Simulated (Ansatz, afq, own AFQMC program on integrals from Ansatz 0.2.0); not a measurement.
## BGeH2, quartet in cc-pVDZ, levels against CCSDT(Q)

```xyz
4

Ge    0.0000    0.0000    0.2232
B     0.0000    0.0000   -1.7074
H     0.0000    1.2593    1.1123
H     0.0000   -1.2593    1.1123
```

Connectivity, by distances: GeH2–B.

Basis cc-pVDZ. Noble-gas cores (and the filled d shells of Ga–Kr and In–Xe) are frozen. AFQMC by an in-house program on the Cholesky factors that Ansatz 0.2.0 writes for its CCSD(T) run. The CISD trial takes its coefficients from CCSD amplitudes. Released means that phaseless walkers are propagated on without the constraint, phases kept. Error bars are statistical, one sigma. No spin–orbit coupling.

Determinant: ROHF, the one that the program's search chose, which needn't be the lowest solution. The geometry is a point of a scan.

No full CI on the walks' own integrals is used here; CCSDT(Q) serves as the reference and is uncertain by about the last step of the cluster series.

Cautions: no relativity below Rb; no spin-orbit coupling; inner d shell frozen; lower spins were not checked; the ph-AFQMC/HF walk drifts between its halves (2.3 errors).

```
T1 diagnostic                               : 0.0226
weight of the determinant in the CISD state : 0.895
size of the correlated space                : 9 electrons in 36 orbitals
```

```
  level  correlation energy (eV)
    MP2                  -3.3211
   CCSD                  -4.1746
CCSD(T)                  -4.3013
```

Question: Estimate where phaseless AFQMC with a CISD trial lies against CCSD(T) on the same integrals.

Answer: 2.2 ± 0.7 kJ/mol below CCSD(T).

Reference: CCSDT(Q), correlation energy -4.340 eV. The released energy is read at 2.40 1/Eh (meV from the phaseless value at times in 1/Eh: -4 ± 10 at 0.24, -9 ± 7 at 0.51, -6 ± 8 at 0.99, -12 ± 7 at 1.62, -14 ± 9 at 2.40).

```
         level  E − E(reference) (kJ/mol)  share of correlation (%)
       CCSD(T)                        3.8                     99.10
         CCSDT                        0.6                     99.86
   ph-AFQMC/HF                  7.1 ± 3.2                     98.30
 ph-AFQMC/CISD                  1.5 ± 0.7                     99.63
released AFQMC                  0.2 ± 0.9                     99.95
```

A walk keeps the symmetry of its determinant, which the program's search chose and which needn't be the lowest solution, so a lower state of the same spin and another symmetry isn't excluded. Released energies are given only where the last usable release times agree within the noise; a slower fall can still hide under it.
